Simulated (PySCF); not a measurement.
Isomers of C5H9N. Computed with PySCF 2.14.0, density-fitted response routines, TDDFT CAM-B3LYP/def2-SVPD, vertical, gas phase, core orbitals frozen in the response. Geometries: PBE0-D3(BJ)/def2-SVP; one conformer of each isolated species. Triplets are in the Tamm–Dancoff approximation.

Question: Rank by computed HOMO–LUMO gap, highest first.
A. `C1CCN=C1C`
B. `C(C(C)(C)C)#N`
C. `C1=NCCCC1`
D. `C#CC[C@H](C)N`

Answer: B (11.68 eV), A (10.00 eV), D (9.76 eV), C (9.26 eV).

```json
{"SMILES": "CC(C)(C)C#N", "gap (eV)": "11.68", "T1 (eV)": "6.36", "α (au)": "64.3", "S1 (eV)": "7.73", "LUMO (eV)": "1.02", "S1 mainly": "H-1/H→L+1/L+2 (≥44%)"}
{"SMILES": "CC1=NCCC1", "gap (eV)": "10.00", "T1 (eV)": "–", "α (au)": "65.1", "S1 (eV)": "5.67", "LUMO (eV)": "1.28", "S1 mainly": "H→L+1 (96%)"}
{"SMILES": "C#CC[C@H](C)N", "gap (eV)": "9.76", "T1 (eV)": "–", "α (au)": "68.8", "S1 (eV)": "6.49", "LUMO (eV)": "1.30", "S1 mainly": "H-1→L+2 (28%)"}
{"SMILES": "C1=NCCCC1", "gap (eV)": "9.26", "T1 (eV)": "4.18", "α (au)": "64.2", "S1 (eV)": "4.94", "LUMO (eV)": "1.08", "S1 mainly": "H→L (64%)"}
```

H and L stand for HOMO and LUMO; a dash means that no computed state gives the value. A slash joins orbitals within 0.01 eV of each other, whose weights are summed (≥ marks a lower bound).
